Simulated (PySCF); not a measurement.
Compound: thietane 1-oxide, C3H6OS.
SMILES with atom numbers: `[O:1]=[S:2]1[CH2:3][CH2:4][CH2:5]1` (hydrogens: H6, H7 on C3; H8, H9 on C4; H10, H11 on C5)

Computed geometry: GFN2-xTB, gas phase.

Question: List the bond lengths, angles and torsions at this level.

Answer: 
```json
{"bond": "O1=S2", "length (bohr)": "2.757"}
{"bond": "S2–C3, S2–C5", "length (bohr)": "3.532"}
{"bond": "C3–C4, C4–C5", "length (bohr)": "2.882"}
{"bond": "C3–H6, C5–H10", "length (bohr)": "2.053"}
{"bond": "C3–H7, C5–H11", "length (bohr)": "2.052"}
{"bond": "C4–H8", "length (bohr)": "2.061"}
{"bond": "C4–H9", "length (bohr)": "2.059"}
```

Bonds in one row agree within 0.02 bohr and their mean is given. A selection of angles:
```json
{"angle": "O1–S2–C3", "degrees": "109.7"}
{"angle": "C3–S2–C5", "degrees": "74.7"}
{"angle": "S2–C3–C4", "degrees": "91.2"}
{"angle": "S2–C3–H6", "degrees": "108.5"}
{"angle": "S2–C3–H7", "degrees": "114.7"}
{"angle": "C4–C3–H6", "degrees": "113.5"}
{"angle": "C4–C3–H7", "degrees": "117.0"}
{"angle": "H6–C3–H7", "degrees": "110.5"}
{"angle": "C3–C4–C5", "degrees": "96.1"}
{"angle": "C3–C4–H8", "degrees": "115.0"}
{"angle": "C3–C4–H9", "degrees": "111.0"}
{"angle": "H8–C4–H9", "degrees": "108.4"}
{"angle": "S2–C5–H10", "degrees": "108.6"}
{"angle": "H10–C5–H11", "degrees": "110.5"}
```

Dihedral angles: O1–S2–C3–C4 124° (anticlinal); S2–C3–C4–C5 -21° (synperiplanar); C3–C4–C5–S2 21° (synperiplanar); O1–S2–C5–C4 -124° (anticlinal).

The 4-membered ring S2–C3–C4–C5 has internal angles of 74.7° to 96.1°; it is puckered, 0.14 Å rms from its mean plane, widest ring torsion 21°. S2 (sulfinyl sulfur) is pyramidal (angles 109.7°, 109.7° and 74.7°, sum 294.1°, 0.79 Å off the plane of its three neighbours).

Point group: Cs (tolerance 0.08 Å). No GFN2-xTB frequencies stand behind this structure, so it isn't proved a minimum. The numbers are those of one conformer.
